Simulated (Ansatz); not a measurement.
**C2H6FNS: up Jacob's ladder to CCSD(T)**

An exercise on one series of results from a longer session: the logs are not shown, and one member is left open.

Method: functionals in def2-TZVPP, the program's frozen cores in correlated methods; program: Ansatz 0.2.0, Gaussian basis.

The runs, in order: PBE-D4, r2SCAN-D4, PBE0-D4, B3LYP-D4, ωB97X-V, ωB97M-V, B2PLYP; CCSD(T)/def2-TZVPP; MP2/def2-QZVPP; extrapolation to the limit.

## The relaxed structure

The geometry comes from an earlier relaxation with PBE0-D4 in a triple-zeta def2 set; it is a stationary point, not always the lowest conformer.

11 atoms, charge 0, spin multiplicity 1.

Atoms are counted from 1 here; the program's logs count them from 0.

Bond lengths: C1–S2 1.797 Å, C1–H6 1.091 Å, C1–H7 1.088 Å, C1–H8 1.090 Å, S2–C3 1.800 Å, C3–N4 1.400 Å, C3–F5 1.406 Å, C3–H9 1.093 Å, N4–H10 1.010 Å, N4–H11 1.011 Å. Angles: S2–C1–H6 111.2°, S2–C1–H7 111.0°, S2–C1–H8 106.4°, H6–C1–H7 110.2°, H6–C1–H8 108.7°, H7–C1–H8 109.4°, C1–S2–C3 99.7°, S2–C3–N4 108.0°, S2–C3–F5 109.5°, S2–C3–H9 110.9°, N4–C3–F5 113.1°, N4–C3–H9 110.5°, F5–C3–H9 104.9°, C3–N4–H10 112.6°, C3–N4–H11 112.2°, H10–N4–H11 110.6°.

The first run:

in.yaml reads:

```yaml
crystal:
  periodic: [false, false, false]
  atoms:
    - {symbol: C, position_ang: [-1.300333, 1.314079, 0.540025]}
    - {symbol: S, position_ang: [-0.321190, 0.762949, -0.862118]}
    - {symbol: C, position_ang: [0.687675, -0.489229, -0.052555]}
    - {symbol: N, position_ang: [1.414753, -1.163209, -1.040457]}
    - {symbol: F, position_ang: [-0.137813, -1.341666, 0.702028]}
    - {symbol: H, position_ang: [-0.666652, 1.739031, 1.320192]}
    - {symbol: H, position_ang: [-1.897042, 0.498334, 0.944136]}
    - {symbol: H, position_ang: [-1.962569, 2.094434, 0.164200]}
    - {symbol: H, position_ang: [1.362299, -0.033761, 0.676600]}
    - {symbol: H, position_ang: [2.072663, -1.824859, -0.653873]}
    - {symbol: H, position_ang: [0.813610, -1.613101, -1.717577]}
basis:
  gaussian: {orbitals: def2-TZVPP}
hamiltonian: {xc: pbe, dispersion: d4}
output: {forces: true, orbitals: {seedname: orbitals}}
```

The run is started by

```
$ ansatz run in.yaml --threads 4 --pin off --events-out ev --progress --plain --max-ram 10444MiB
```

Steps of the session up to this table: PBE-D4 (GGA); r2SCAN-D4 (meta-GGA); PBE0-D4 (hybrid); B3LYP-D4 (hybrid); ωB97X-V (range-separated); ωB97M-V (range-separated); B2PLYP (double hybrid); CCSD(T) in def2-TZVPP; MP2 in def2-QZVPP.

One table of the session follows, with a row left open; its other results are not shown here.

```
            method  atomisation energy (eV)
            PBE-D4                        ?
         r2SCAN-D4                   41.348
           PBE0-D4                   41.516
          B3LYP-D4                   41.314
           ωB97X-V                   41.497
           ωB97M-V                   41.537
            B2PLYP                   40.796
     HF/def2-TZVPP                   28.639
    MP2/def2-TZVPP                   40.739
   CCSD/def2-TZVPP                   39.320
CCSD(T)/def2-TZVPP                   40.027
           MP2/CBS                   41.973
       CCSD(T)/CBS                   41.260
```

**Question.** Estimate the row for PBE-D4.

As computed: atomisation energy (eV): 42.529. In the column «atomisation energy (eV)» it is the highest.
